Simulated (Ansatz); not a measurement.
C3H2FN (`N#C/C=C/F`), relaxed with RKS PBE-D4/def2-SVP in Ansatz 0.2.0 from a rough embedded geometry. The force threshold is 0.03 eV/Å; the program also tests the step.

Total charge 0; spin multiplicity 1.

Start:

```xyz
7

N     0.459   -0.617    2.497
C     0.044   -0.442    1.369
C    -0.439   -0.209    0.041
C     0.275    0.426   -0.849
F    -0.166    0.603   -2.116
H    -1.492   -0.460   -0.162
H     1.320    0.699   -0.781
```

Task: By how much does the energy fall, and how many steps does the optimiser take? (Best estimate.)

Result: Computed: 20.80 kJ/mol, in 6 steps.

Task: Which bonds change most? (An estimate is asked.)

Result: The calculation gave: C3–C4 from 1.305 to 1.351 Å; N1–C2 from 1.215 to 1.175 Å; C4–F5 from 1.353 to 1.328 Å; C4–H7 from 1.083 to 1.103 Å.

Task: Give the relaxed structure. (An estimate is asked.)

Result: Ansatz gave: 
```xyz
7

N     0.455   -0.623    2.462
C     0.045   -0.426    1.379
C    -0.461   -0.186    0.071
C     0.298    0.388   -0.888
F    -0.181    0.610   -2.107
H    -1.499   -0.479   -0.159
H     1.343    0.716   -0.758
```
